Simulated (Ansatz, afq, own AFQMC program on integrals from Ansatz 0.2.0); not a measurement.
Integrals from Ansatz 0.2.0, then the random walk in our own AFQMC program (afq).

```yaml
crystal:
  periodic: [false, false, false]
  atoms:
    - {symbol: Si, position_ang: [0.000000, 0.043283, 0.725203]}
    - {symbol: N, position_ang: [0.000000, -0.133115, -1.312174]}
    - {symbol: H, position_ang: [0.000000, 0.643761, -1.972804]}
basis:
  gaussian: {orbitals: cc-pVDZ}
magnetization: {spin_polarized: true, initial_magnetization: 2}
correlation: {method: ccsd_t, electrons: outside_noble_gas, hamiltonian_folder: ham}
```

```sh
$ ansatz run in.yaml --threads 1 --pin off --events-out ev --progress --plain --max-ram 1382MiB
```

Options of the walk:

```
--method phaseless --trial hf --walkers 10 --populations 1 --least-time 40 --time-step 0.02 --steps-per-block 50 --equilibration-blocks 6 --max-blocks 40 --target-error 0.00076 --factor-cut 1e-05 --start determinant --seed 2515 --release-times 0.2,0.4 --release-step 0.02 --release-every 1 --taylor-order 6
```

Times are imaginary, in 1/Eh. The walk had a cap of 289 s.

```
orbitals 31  electrons 6 4  factors 221 of 365
reference energy -343.84250170 Eh
CCSD correlation -0.22669787 Eh in 32 cycles, weight of the determinant in the CISD state 0.8478
energy of the start -343.842502 Eh
 block  time / (1/Eh)  mean weight  energy / Eh
     1     1.000  1.0302  -344.004001
     2     2.000  1.0098  -344.032683
     3     3.000  1.0143  -344.020506
     4     4.000  1.0255  -344.179314
     5     5.000  0.9837  -344.070021
     7     7.000  1.0083  -344.091096
     9     9.000  1.0059  -344.078139
    11    11.000  0.8919  -344.065070
    13    13.000  1.0214  -343.965592
    15    15.000  1.0258  -344.059361
    17    17.000  0.9783  -344.075940
    19    19.000  0.9704  -344.173643
    21    21.000  1.0074  -344.097319
    23    23.000  0.9948  -344.007797
    25    25.000  0.9892  -344.100444
    27    27.000  1.0179  -343.990766
    29    29.000  0.9728  -344.120604
    31    31.000  1.0195  -344.078663
    33    33.000  1.0094  -344.048446
    35    35.000  1.0146  -344.031417
    37    37.000  0.9995  -344.158662
    39    39.000  1.0013  -344.158006
    41    41.000  0.9878  -344.060935
    43    43.000  0.9914  -343.961915
    45    45.000  1.0322  -344.029193
    46    46.000  1.0049  -344.051981
blocks merged  error / Eh  count
     1  0.008420  40
     2  0.008541  20
     4  0.008384  10
released: time / (1/Eh)  energy / Eh  error  mean overlap
  0.20  -344.080677  0.009738  0.9902
  0.40  -344.073790  0.006550  0.9767
energy -344.068417 +/- 0.008541 Eh
(rows thinned)
```

Estimate how long the walk took on 1 thread of Arm Neoverse V2, on a shared host.

3.5 s of wall time.

The run failed at least one of its tests; the cautions name the faults.

Against this walk (error 232.4 meV) on the same determinant: CCSD(T) 222.2 meV lower (within the noise), CCSDT(Q) 387.1 meV lower (within the noise). The error is statistical and leaves out the bias of the constraint. None of these is a sure reference here. Released to 0.40 1/Eh the energy moves by -146 ± 293 meV (both errors), within twice the noise.

Cautions: constraint bias not in the error; error not settled; error above the target (232.4 against 20.7 meV); lower spins were not checked; higher spins were not checked; raised T1 diagnostic (T1 0.046, weight of the determinant 0.85, largest double 0.06); unrestricted determinant slightly spin contaminated (⟨S²⟩ 2.07 against 2.00); so few walkers bias the energy; the time-step error isn't removed.

CCSDT and higher add their correlation energy to the determinant of the CCSD(T) run, since their own runs factorise the integrals more tightly (a shift of under 2 meV).
